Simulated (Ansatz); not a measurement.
Ansatz (an electronic-structure program) input (HF/3-21G): The .json file is the Basis Set Exchange's 3-21G.

Ansatz 0.2 input:
```yaml
crystal:
  periodic: [false, false, false]
  atoms:
    - {symbol: C, position_ang: [-0.13468339, -1.70254242, -0.01346726]}
    - {symbol: C, position_ang: [0.62070568, -0.59582440, -0.00184907]}
    - {symbol: C, position_ang: [0.02614069, 0.67530082, 0.00522470]}
    - {symbol: H, position_ang: [-1.21651456, -1.66781317, -0.01784364]}
    - {symbol: H, position_ang: [0.33619508, -2.67690930, -0.01882473]}
    - {symbol: H, position_ang: [1.70529948, -0.60535527, 0.00272993]}
    - {symbol: N, position_ang: [-0.43629138, 1.72086322, 0.01115740]}
    - {symbol: H, position_ang: [-0.84391818, 2.64243120, 0.01638639]}
basis:
  gaussian:
    orbitals: 3-21G.json
hamiltonian:
  xc: {name: HF}
total_charge: 1
relax: {f_tol: 0.003, max_steps: 120}
```

What final total energy does it give?

-169.14170 Eh.
